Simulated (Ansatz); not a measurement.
Ansatz (a first-principles code) input:

Ansatz 0.2 input:
```yaml
crystal:
  periodic: [false, false, false]
  atoms:
    - {symbol: Si, position_ang: [-0.00000000, -0.00000000, -0.55023073]}
    - {symbol: O, position_ang: [0.00000000, 0.00000000, 0.96290378]}
basis:
  gaussian:
    orbitals: def2-TZVP
hamiltonian:
  xc: {name: PBE}
relax: {f_tol: 0.003, max_steps: 100}
```

Question: Which total energy does the run end on?

Answer: -364.54440 Eh (PBE/def2-TZVP). The basis has 68 functions.
